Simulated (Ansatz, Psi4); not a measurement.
## Heat of formation of C2H3ClO (acetyl chloride) from total energies

The species is C2H3ClO (7 atoms), meant as a singlet with charge 0. As SMILES, `CC(=O)Cl`. The shape is that of a PBE0-D4/def2-TZVP optimisation.

Total energies at B3LYP/6-31G* (Cartesian functions) (Psi4 1.11); the atoms run unrestricted:

```
species    state  energy (Eh)
C2H3ClO  singlet  -613.445070
      C  triplet   -37.846280
      O  triplet   -75.060621
     Cl  doublet  -460.136242
      H  doublet    -0.500273
```

Harmonic wavenumbers at PBE0-D4/def2-TZVP, in cm⁻¹: 136, 346, 451, 528, 622, 972, 1041, 1124, 1383, 1454, 1457, 1909, 3072, 3150, 3180.

Measured heats of formation of the gaseous atoms at 298.15 K, in kJ/mol: C 716.9, O 249.2, Cl 121.3, H 218.0. Spin-orbit lowering of the atoms at 298 K (mean of the ground term's levels less their thermal mean, from spectra), in kJ/mol: C 0.02, O 0.40, Cl 3.44. Take 1 Eh = 2625.50 kJ/mol, 1 cm⁻¹ = 0.0119627 kJ/mol, RT = 2.479 kJ/mol.

Question: Work out the heat of formation of the gas at 298 K.

Answer: 
1. Electronic atomisation energy: 2 × (-37.846280) + (-75.060621) + (-460.136242) + 3 × (-0.500273) − (-613.445070) = 1.054828 Eh = 2769.5 kJ/mol.
2. Zero-point energy: half the sum of the wavenumbers, 10412.5 cm⁻¹ = 124.6 kJ/mol.
3. Thermal vibrational enthalpy, Σ hcν̃/(exp(hcν̃/kT) − 1): 4.6 kJ/mol. Translation, rotation and pV of a non-linear molecule: 4 RT = 9.9 kJ/mol.
4. The 7 free atoms carry 5/2 RT each: 43.4 kJ/mol.
5. Spin-orbit coupling lowers the free atoms by 2 × 0.02 + 0.40 + 3.44 = 3.9 kJ/mol.
6. Atomisation enthalpy at 298 K: 2769.5 − 3.9 − 124.6 − 4.6 − 9.9 + 43.4 = 2669.9 kJ/mol.
7. Sum of the atoms' heats of formation: 2458.3 kJ/mol. Heat of formation: 2458.3 − 2669.9 = -211.6 kJ/mol.

The tabulated value is -241.5 kJ/mol (Active Thermochemical Tables), so this level is off by +29.9 kJ/mol, or 1.1 % of the atomisation enthalpy that the table implies (2699.7 kJ/mol). Anharmonicity and any spin-orbit splitting of the molecule are left out.
